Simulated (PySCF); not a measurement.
# NH3 (ammonia): PBE0/def2-TZVPPD

Aim: the energy change on altering one bond length of NH3 (ammonia) at PBE0/def2-TZVPPD, from 2 runs. The job is set up through a Python script.

The results are computed with PySCF 2.14.0.

4 further runs of the same task are left out: 4 set aside as unsound or not needed.

## Step 1: The molecule

NH3: 4 atoms, total charge 0, spin state singlet. As SMILES, `N`. The coordinates come from a GFN2-xTB relaxation.

Bond lengths: N1–H2 1.013 Å, N1–H3 1.013 Å, N1–H4 1.013 Å. Angles: H2–N1–H3 107.7°, H2–N1–H4 107.7°, H3–N1–H4 107.7°.

## Step 2: A single-point energy at PBE0/def2-TZVPPD

The input, calc.py:

```python
from pyscf import gto, dft

molecule = gto.M(
    atom='''
N     -0.128804     0.458882     0.204204
H      0.929613    -0.567806     1.423682
H     -1.685560    -0.568089    -0.223649
H      0.884751     0.676994    -1.404237
''',
    max_memory=1860,
    basis='def2-tzvppd',
    verbose=3,
    unit='bohr',
)

mf = dft.RKS(molecule)
mf.xc = 'pbe0'
mf.conv_tol = 1e-10
mf.grids.level = 5
mf.kernel()
if not mf.converged:
    mf = mf.newton().run(mf.mo_coeff, mf.mo_occ)

etot = mf.e_tot
print('E = %.10f Eh' % etot)
```

Started as:

```
$ OMP_NUM_THREADS=1 python calc.py
```

What it wrote:

```text
converged SCF energy = -56.517219127375
E = -56.5172191274 Eh
```

Wall time 5.1 s (1 thread of Arm Neoverse V1, shared host); peak memory 0.4 GiB.

## Step 3: The distorted shape, same level

The input, input.py:

```python
from pyscf import gto, dft

mol = gto.Mole()
mol.atom = [
    ('N', (-0.336352, 0.185116, 0.533663)),
    ('H', (0.223738, -0.358184, 1.178983)),
    ('H', (-1.160152, -0.358334, 0.307253)),
    ('H', (0.468190, 0.358250, -0.743090)),
]
mol.charge = 0
mol.spin = 0
mol.basis = 'def2-tzvppd'
mol.max_memory = 1860
mol.verbose = 3
mol.build()

mf = dft.RKS(mol, xc='pbe0')
mf.conv_tol = 1e-10
mf.grids.level = 5
mf.kernel()
if not mf.converged:
    mf = mf.newton().run(mf.mo_coeff, mf.mo_occ)

energy = mf.e_tot
print('E(%s) = %.9f' % ('PBE0', energy))
```

Started as:

```
$ OMP_NUM_THREADS=1 python input.py
```

What it wrote:

```text
converged SCF energy = -56.4304568157587
E(PBE0) = -56.430456816
```

Run time: 6.3 s. Hardware: 1 thread of Arm Neoverse V1, shared host; peak memory 0.4 GiB.

## Step 4: Results

Level: PBE0/def2-TZVPPD.

```
                                                         quantity         value
                                        first shape: total energy  -56.51722 Eh
                                       first shape: dipole moment        1.48 D
                                         first shape: HOMO energy      -7.65 eV
                                         first shape: LUMO energy       0.36 eV
                                       first shape: HOMO–LUMO gap       8.00 eV
                                    distorted shape: total energy  -56.43046 Eh
                                   distorted shape: dipole moment        1.38 D
                                     distorted shape: HOMO energy      -7.63 eV
                                     distorted shape: LUMO energy      -1.18 eV
                                   distorted shape: HOMO–LUMO gap       6.44 eV
energy change with the N1–H4 bond stretched from 1.013 to 1.519 Å      2.361 eV
```

With the N1–H4 bond stretched from 1.013 to 1.519 Å the energy rises by 2.36 eV (54 kcal/mol). The first shape isn't relaxed at this level, so the change isn't measured from a minimum. Mulliken charges (first shape) run from -0.33 on N1 to +0.11 on H2; in a basis this large or diffuse they mean little.
